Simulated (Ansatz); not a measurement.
Geometry optimisation, Ansatz, RKS revPBE-D4/def2-mTZVP.

Input:

```yaml
crystal:
  periodic: [false, false, false]
  atoms:
    - { symbol: Al, position_ang: [-1.8063, 0.7264, 0.4761] }
    - { symbol: C, position_ang: [0.3062, 0.3038, -0.3322] }
    - { symbol: C, position_ang: [0.6198, -1.0059, 0.3352] }
    - { symbol: H, position_ang: [-0.8019, 0.0829, -1.1339] }
    - { symbol: H, position_ang: [-1.556, 2.1799, -0.2895] }
    - { symbol: H, position_ang: [1.1119, 0.6368, -0.9838] }
    - { symbol: H, position_ang: [0.0525, 1.0917, 0.3822] }
    - { symbol: H, position_ang: [-0.2553, -1.3465, 0.9076] }
    - { symbol: H, position_ang: [1.4498, -0.8981, 1.0321] }
    - { symbol: H, position_ang: [0.8793, -1.771, -0.3938] }
basis:
  gaussian: { orbitals: def2-mTZVP }
hamiltonian:
  xc: revpbe
  dispersion: d4
relax:
  f_tol: 0.15
  max_steps: 25
  restrain:
    - { distance: [3, 1], at: 1.07, k: 30.0 }
    - { distance: [0, 1], at: 3.27, k: 30.0 }
    - { distance: [0, 3], at: 2.82, k: 30.0 }
```

Launched with:

```bash
$ ansatz run input.yaml --threads 2 --pin off --max-ram 3072MiB --backend cpu --events-out ev --progress --plain --runs-dir out
```

Question: Where does it end, and by what steps?

Answer: The run converged. The restraints hold the end off the free minimum. After 7 steps the energy has fallen by 1.358 eV (the restraints' own energy left out); Al1 moved furthest, 0.83 Å. Parted: Al1–C2, Al1–H7. Joined: C2–H4.

```tsv
step	energy less start (eV)	largest force component (eV/Å)	accepted
0	0.0000	2.867	yes
1	-0.3981	4.203	yes
2	-0.6117	5.385	yes
3	-0.8447	3.417	yes
4	-1.1813	1.317	yes
5	-1.3116	0.520	yes
6	-1.3504	0.396	yes
7	-1.3584	0.423	yes
```

```xyz
10
Properties=species:S:1:pos:R:3
Al -2.542 1.085 0.617
C 0.436 0.210 -0.408
C 0.720 -1.109 0.313
H -0.454 0.146 -1.030
H -2.108 2.477 -0.227
H 1.265 0.506 -1.071
H 0.298 1.043 0.302
H -0.129 -1.409 0.945
H 1.605 -1.027 0.962
H 0.909 -1.924 -0.402
```

Time of the run: 18 s on 2 threads of Arm Neoverse N1, with other jobs on the host, peak memory 0.15 GiB.
